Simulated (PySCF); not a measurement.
**BH4O− (SMILES [BH3-]O) at FCI/STO-6G**

What is the vertical ionisation energy of BH4O− at FCI/STO-6G? Input form: a Python script.

The calculation is run with PySCF 2.14.0.

6 further runs of the same task are left out: 6 set aside as unsound or not needed.

**1. The system as given**

BH4O− has 6 atoms, charge -1, and is taken as a singlet. As SMILES, `[BH3-]O`. The coordinates come from a GFN2-xTB relaxation.

Bond lengths: B1–O2 1.506 Å, B1–H3 1.247 Å, B1–H4 1.218 Å, B1–H5 1.247 Å, O2–H6 0.957 Å. Angles: B1–O2–H6 105.4°, O2–B1–H3 110.8°, O2–B1–H4 108.0°, O2–B1–H5 110.8°, H3–B1–H4 109.7°, H3–B1–H5 107.7°, H4–B1–H5 109.8°.

**2. The energy at FCI/STO-6G**

input.py reads:

```python
from pyscf import gto, mcscf
from pyscf import fci

mol = gto.Mole()
mol.atom = '''
B   -0.074670  -0.173680  -0.316420
O   -0.013550   1.016190   0.603980
H    1.062740  -0.650510  -0.499740
H   -0.542300   0.195170  -1.379270
H   -0.789000  -1.072510   0.169030
H    0.356770   0.685330   1.422430
'''
mol.charge = -1
mol.verbose = 3
mol.max_memory = 1860
mol.basis = 'sto-6g'
mol.build()

hf = mol.RHF()
hf.conv_tol = 1e-10
hf.kernel()
if not hf.converged:
    hf = hf.newton().run(hf.mo_coeff, hf.mo_occ)

cas = mcscf.CASCI(hf, hf.mo_coeff.shape[-1] - 2, (mol.nelec[0] - 2, mol.nelec[1] - 2))  # full CI above the frozen core
cas.fcisolver = fci.direct_spin0.FCI(mol)  # even spin states alone
cas.kernel()
print('<S^2> = %.4f' % cas.fcisolver.spin_square(cas.ci, cas.ncas, cas.nelecas)[0])
e_final = cas.e_tot
print('E = %.10f Eh' % e_final)
```

Launch:

```
OMP_NUM_THREADS=1 python input.py
```

Output:

```text
converged SCF energy = -101.390066211639
CASCI E = -101.494643166264  E(CI) = -40.3799373931202  S^2 = 0.0000000
<S^2> = 0.0000
E = -101.4946431663 Eh
```

Wall time 7.5 s (1 thread of Arm Neoverse V2, shared host); peak memory 0.25 GiB.

**3. Doublet neutral BH4O, same level**

job.py reads:

```python
from pyscf import gto, scf, mcscf

system = gto.M(
    atom='''
B   -0.074670  -0.173680  -0.316420
O   -0.013550   1.016190   0.603980
H    1.062740  -0.650510  -0.499740
H   -0.542300   0.195170  -1.379270
H   -0.789000  -1.072510   0.169030
H    0.356770   0.685330   1.422430
''',
    spin=1,
    verbose=3,
    max_memory=1860,
    basis='sto-6g',
)

myscf = scf.ROHF(system)
myscf.conv_tol = 1e-10
myscf.kernel()
if not myscf.converged:
    myscf = myscf.newton().run(myscf.mo_coeff, myscf.mo_occ)

cas = mcscf.CASCI(myscf, myscf.mo_coeff.shape[-1] - 2, (system.nelec[0] - 2, system.nelec[1] - 2))  # full CI above the frozen core
cas.fix_spin_(ss=0.75)
cas.kernel()
energy = cas.e_tot
print('E(%s) = %.9f' % ('FCI', energy))
```

Launch:

```
OMP_NUM_THREADS=1 python job.py
```

Output:

```text
converged SCF energy = -101.436386773632
CASCI E = -101.546694488254  E(CI) = -40.4312005376984  S^2 = 0.7500000
E(FCI) = -101.546694488
```

Run time: 14 s. Hardware: 1 thread of Arm Neoverse V2, shared host; peak memory 0.27 GiB.

**4. Summary of results**

Level: FCI/STO-6G, 2 core orbitals frozen.

| quantity | value |
| --- | --- |
| singlet BH4O−: total energy | -101.49464 Eh |
| singlet BH4O−: HOMO energy (Hartree–Fock orbitals) | -0.55 eV |
| singlet BH4O−: LUMO energy (Hartree–Fock orbitals) | 24.64 eV |
| singlet BH4O−: HOMO–LUMO gap (to an unbound level, set by the basis) | 25.19 eV |
| singlet BH4O−: correlation energy (2 core orbitals frozen) | -104.6 mEh |
| doublet neutral BH4O: total energy | -101.54669 Eh |
| doublet neutral BH4O: dipole moment (Hartree–Fock density) | 4.27 D |
| doublet neutral BH4O: correlation energy (2 core orbitals frozen) | -110.3 mEh |
| vertical detachment energy (to the doublet neutral) | -1.416 eV |

**Reading.** The species is unbound against losing an electron at this level, by 1.42 eV (−137 kJ/mol); missing correlation or diffuse functions can give that sign where the real anion is bound. In a minimal basis such a difference can be off by several eV, whatever the method. Mulliken charges (singlet BH4O−) of the mean-field density run from -0.46 on O2 to +0.08 on H6.
